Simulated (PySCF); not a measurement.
Some computed properties have been withheld. Give your best values.

C3H6Cl2O.
SMILES: `C[C@H](O)C(Cl)Cl`

Conformer (atom-mapped SMILES and torsion angles): `[CH3:1][C@H:2]([OH:3])[CH:4]([Cl:5])[Cl:6]`: C1–C2–C4–Cl5 -62°, H–O3–C2–C1 -177°.

```json
{"property": "point group of the GFN2-xTB geometry", "level": "GFN2-xTB", "value": "?"}
{"property": "rotational constants A, B, C of the GFN2-xTB geometry", "level": "GFN2-xTB", "value": "2.463, 2.122, 1.189 GHz"}
{"property": "dipole moment", "level": "CAM-B3LYP/def2-SVPD", "value": "?"}
{"property": "HOMO energy", "level": "CAM-B3LYP/def2-SVPD", "value": "-9.89 eV"}
{"property": "LUMO energy", "level": "CAM-B3LYP/def2-SVPD", "value": "0.79 eV"}
{"property": "lowest singlet excitation", "level": "TDDFT CAM-B3LYP/def2-SVPD", "value": "7.07 eV (175 nm, f = 0.004)"}
{"property": "strongest line among the 8 lowest singlet transitions", "level": "TDDFT CAM-B3LYP/def2-SVPD", "value": "S2 at 7.26 eV (171 nm, f = 0.014)"}
{"property": "lowest triplet excitation (Tamm–Dancoff)", "level": "TDA CAM-B3LYP/def2-SVPD", "value": "6.44 eV"}
{"property": "static isotropic polarisability", "level": "CAM-B3LYP/def2-SVPD", "value": "?"}
{"property": "electronic spatial extent ⟨r²⟩ about the centre of nuclear charge", "level": "CAM-B3LYP/def2-SVPD", "value": "942 bohr²"}
```

The electronic properties come from PySCF, for the isolated species, density fitting.

Q: What is the dipole moment?

A: 0.54 D.

Q: The static isotropic polarisability?

A: 69.9 au.

Q: The point group of the GFN2-xTB geometry?

A: C1.

The rotational constants make it an asymmetric top with κ = (2B − A − C)/(A − C) = 0.47, nearer the oblate limit (+1). The 8 singlets span 7.07 to 8.48 eV, and their oscillator strengths add up to 0.05. A dipole of 0.54 D is allowed in C1, and pure rotational transitions are dipole-allowed. The polarisability is 10.36 Å³ as a volume (1 au = 0.148185 Å³), or 1.06 au for each of the 66 electrons.

One conformer stands for the species.
